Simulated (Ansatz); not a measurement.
**fcc Pt**

All values below come from PBE in Ansatz (plane waves, PAW).

Run with plane-wave cutoff 500 eV, 32×32×32 k mesh, Fermi–Dirac smearing 0.1 eV, scalar-relativistic PAW data made under PBE.

Cell (relaxed at this level):

Space group Fm-3m (No. 225); a = b = c = 3.9720 Å, α = β = γ = 90.00°

| atom | site | symmetry | x | y | z |
|---|---|---|---|---|---|
| Pt | 4a | m-3m | 0.0000 | 0.0000 | 0.0000 |
(The calculation used a cell of 1 atom; values per cell refer to that cell.)

- volume per atom = 15.67 Å³/atom
- lattice constant a = 3.972 Å

Measured, for comparison: equilibrium volume per atom 14.98 Å³/atom, lattice constant a 3.913 Å (static lattice: zero-point anharmonic expansion removed; as tabulated in Mejia-Rodriguez and Trickey (2018), arXiv:1807.09216). Computed (rounded) less measured: equilibrium volume per atom +4.6 %, lattice constant a +1.5 %.

Spin–orbit coupling is not included.

The computed numbers hold no vibrational or temperature effects.

Ansatz is an electronic-structure program.
